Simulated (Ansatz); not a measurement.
Born–Oppenheimer molecular dynamics of CH₅BO (8 atoms, charge 0, multiplicity 1). It starts from a relaxed structure.

Computed with RKS B3LYP/cc-pVDZ (Ansatz).

```
ensemble        : NVT, Nosé–Hoover chain
time step       : 0.5 fs
steps asked     : 143
set temperature : 700 K
thermostat      : time constant 3 fs, chain length 1
seed            : 381688
```

First frame:

```xyz
8
Properties=species:S:1:pos:R:3
B 0.018 -0.220 -0.084
H -0.029 -0.510 1.096
C 1.383 0.019 -0.815
H 2.024 -0.880 -0.734
H 1.272 0.277 -1.880
H 1.951 0.825 -0.313
O -1.141 -0.095 -0.789
H -1.925 -0.263 -0.249
```

**Question.** How far do the bonds stretch over the last three quarters of this one trajectory? (Pairs bonded in most of those frames.)

**Answer.** 
```
 bond  mean (Å)  spread (Å)  shortest  longest
B1–H2     1.221       0.036      1.15     1.28
B1–C3     1.612       0.061      1.52     1.71
B1–O7     1.372       0.019      1.34     1.40
C3–H4     1.120       0.058      1.03     1.21
C3–H5     1.109       0.036      1.05     1.19
C3–H6     1.110       0.015      1.09     1.14
O7–H8     0.980       0.055      0.89     1.08
```

Mean temperature of the second half: 674 K. The conserved energy stayed within 1.4 meV per atom of its start (net change 0.32 meV per atom), so the integration is sound. A run of 0.071 ps of so small a system gives no equilibrium averages.

Run time: 3.3 min on 1 thread of Arm Neoverse V2, on a shared host, peak memory 0.11 GiB.
